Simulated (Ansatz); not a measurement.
Relaxation of H4OSi (6 atoms, charge 0, multiplicity 1), to a largest force component of 0.03 eV/Å in at most 50 steps.

The calculation used RKS PBE-D4/def2-SVPD in Ansatz.

```xyz
6
Properties=species:S:1:pos:R:3
Si 0.126 -0.054 0.164
H 0.322 -0.086 1.608
O 1.775 -0.115 -0.128
H 2.288 -0.726 0.424
H -0.399 1.224 -0.413
H -0.680 -1.196 -0.401
```

Where does it end, and by what steps?

The forces met the threshold. The force dipped under the threshold on the way, but the program's further checks kept it going. After 7 steps the energy has fallen by 0.292 eV; H2 moved furthest, 0.36 Å.

```tsv
step	energy less start (eV)	largest force component (eV/Å)	accepted
0	0.0000	1.139	yes
1	-0.2564	0.308	yes
2	-0.2831	0.128	yes
3	-0.2826	0.381	no
4	-0.2868	0.034	yes
5	-0.2916	0.022	yes
6	-0.2297	1.814	no
7	-0.2919	0.027	yes
```

```xyz
6
Properties=species:S:1:pos:R:3
Si 0.178 -0.042 0.224
H -0.014 -0.021 1.718
O 1.824 -0.089 -0.187
H 2.349 -0.797 0.219
H -0.339 1.223 -0.386
H -0.565 -1.227 -0.334
```

Whether the end is a true minimum wasn't checked by a vibrational analysis.

Run time: 6.2 s on 2 threads of AMD EPYC 7R43 64-Core Processor (Zen 3), with other jobs on the host, peak memory 0.14 GiB.
